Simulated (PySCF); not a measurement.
Adding and removing an electron: BN

PBE0; basis B def2-TZVPPD, N def2-TZVPPD; no relativity; PySCF 2.14. Neutral (UKS): triplet (σ ↑, π ↑), Re = 1.316 Å, ωe = 1595 cm⁻¹, De = 4.82 eV, HOMO -8.70 eV, LUMO -5.12 eV.

BN⁺ (UKS): quartet (σ ↑, π ↑↑), Re = 1.435 Å, ωe = 1167 cm⁻¹, De = 2.22 eV to B⁺ + N. The energies at the minima are -79.33917 hartree for BN and -78.92619 for BN⁺.

Task: Work out the adiabatic ionisation energy, without and with harmonic zero-point energies (1 hartree = 27.2114 eV, 1 eV = 8065.5 cm⁻¹), and the change of the bond length.

Result: At PBE0: 0.41298 hartree = 11.238 eV between the minima; the zero-point term (1167.0 − 1595.0)/2 cm⁻¹ = -0.027 eV makes it 11.211 eV. Re changes by +11.9 pm against the neutral. The electron leaves a π orbital, and the longer bond of the ion fits a bonding orbital, or a change in how ionic the bond is.

For an ion De counts to the pair picked by the measured ionisation energies or electron affinities, which need not be the lowest pair at this level. States were picked by a PBE0 search and need not be the measured ground states.
